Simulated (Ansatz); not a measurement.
in.yaml

```yaml
crystal:
  periodic: [false, false, false]
  atoms:
    - {symbol: Zr, position_ang: [0.000000, 0.000000, 0.000000]}
    - {symbol: Si, position_ang: [0.000000, 0.000000, 2.390400]}
basis:
  gaussian: {orbitals: def2-TZVPP}
total_charge: 1
magnetization: {spin_polarized: false, initial_magnetization: 1}
correlation: {method: ccsd_t, electrons: outside_noble_gas}
```

```sh
$ ansatz run in.yaml --threads 2 --pin off --events-out ev --progress --plain --max-ram 24576MiB --backend cuda --devices 0, --max-vram 18GiB
```

(1) Roughly how long does this take on 2 threads of AMD EPYC 7R13 with a shared H100 80 GB, shared host, and how much host memory?

```
627 factors; integrals over basis functions are off by at most 7.9e-4 eV
mean field evaluation 1: about -9110.6272 eV, gradient 3.6e1 eV
mean field evaluation 2: about -9110.8815 eV, gradient 3.6e1 eV
mean field evaluation 4: about -9117.1769 eV, gradient 5.0e0 eV
mean field evaluation 8: about -9117.5395 eV, gradient 1.7e0 eV
mean field evaluation 16: about -9117.6525 eV, gradient 4.8e-3 eV
mean field evaluation 32: about -9117.6630 eV, gradient 2.9e-6 eV
mean field evaluation 64: about -9117.6154 eV, gradient 2.5e0 eV
mean field evaluation 96: about -9117.6525 eV, gradient 1.2e-2 eV
mean field evaluation 128: about -9116.6411 eV, gradient 3.3e-6 eV
mean field evaluation 160: about -9117.6223 eV, gradient 1.6e0 eV
...
mean field evaluation 2208: about -9119.0642 eV, gradient 1.3e-1 eV
mean field evaluation 2240: about -9118.7039 eV, gradient 2.1e0 eV
mean field evaluation 2272: about -9119.0645 eV, gradient 1.2e-1 eV
mean field evaluation 2304: about -9119.0620 eV, gradient 6.6e-2 eV
mean field evaluation 2336: about -9116.8156 eV, gradient 1.5e1 eV
mean field evaluation 2368: about -9117.9921 eV, gradient 1.2e0 eV
mean field evaluation 2400: about -9118.6979 eV, gradient 4.9e-1 eV
mean field evaluation 2432: about -9119.0370 eV, gradient 6.0e-1 eV
mean field evaluation 2464: about -9119.0099 eV, gradient 1.3e0 eV
determinant -9117.73659609 eV, -335.0706396824 hartree, with singles and doubles -9123.21636707 eV, -335.2720175516 hartree
determinant -9117.66301502 eV, -335.0679356281 hartree, with singles and doubles -9122.92620646 eV, -335.2613543459 hartree
determinant -9117.65248212 eV, -335.0675485513 hartree, with singles and doubles -9122.90648431 eV, -335.2606295703 hartree
determinant -9117.63130241 eV, -335.0667702110 hartree, with singles and doubles -9123.09184976 eV, -335.2674416248 hartree
determinant -9117.50823451 eV, -335.0622475493 hartree, with singles and doubles -9122.38245209 eV, -335.2413717413 hartree
determinant -9117.19806361 eV, -335.0508489790 hartree, with singles and doubles -9122.10634879 eV, -335.2312251321 hartree
determinant -9116.67665404 eV, -335.0316875306 hartree, with singles and doubles -9121.46041929 eV, -335.2074876609 hartree
determinant -9116.64105885 eV, -335.0303794316 hartree, with singles and doubles -9122.05290725 eV, -335.2292611920 hartree
determinant -9116.23867451 eV, -335.0155920798 hartree, with singles and doubles -9120.76382166 eV, -335.1818881702 hartree
determinant -9116.20206075 eV, -335.0142465490 hartree, with singles and doubles -9120.76540308 eV, -335.1819462863 hartree
determinant -9115.55078683 eV, -334.9903126736 hartree, with singles and doubles -9120.75728740 eV, -335.1816480406 hartree
determinant -9115.38704766 eV, -334.9842953703 hartree, with singles and doubles -9120.09400796 eV, -335.1572729707 hartree
determinant -9115.30769565 eV, -334.9813792378 hartree, with singles and doubles -9120.69405733 eV, -335.1793243783 hartree
determinant -9115.29392570 eV, -334.9808732013 hartree, with singles and doubles -9120.10403296 eV, -335.1576413827 hartree
determinant -9114.27944301 eV, -334.9435916500 hartree, with singles and doubles -9118.55792840 eV, -335.1008230883 hartree
determinant -9117.73659609 eV, -335.0706396824 hartree, with singles and doubles -9123.14279903 eV, -335.2693139762 hartree
determinant -9117.66301502 eV, -335.0679356281 hartree, with singles and doubles -9122.84690240 eV, -335.2584399755 hartree
determinant -9117.65248212 eV, -335.0675485513 hartree, with singles and doubles -9122.85327711 eV, -335.2586742417 hartree
determinant -9117.63130241 eV, -335.0667702110 hartree, with singles and doubles -9123.13183654 eV, -335.2689111121 hartree
unrestricted determinant -9119.06459991 eV, -335.1194429228 hartree, S^2 2.3514
9 core orbitals not correlated: weight in the atoms' cores, before any rotation towards them, 0.998 or more for the frozen orbitals, at most 0.001 for the correlated occupied ones
reference -9117.73659609 eV, -335.0706396824 hartree; 4, 3 occupied and 85, 86 virtual orbitals, 627 factors
second order -5.07765949 eV of doubles, -0.07121583 eV of singles
cycle   1  -5.40620230 eV  change    6.5e-7 eV  update   3.7e-6
perturbative correction -0.50503862 eV, -0.0185598268 hartree
Total energy: -9123.64783700 eV, -335.2878737792 hartree
```

## Answers

(1) 53 s wall and 0.8 GiB.
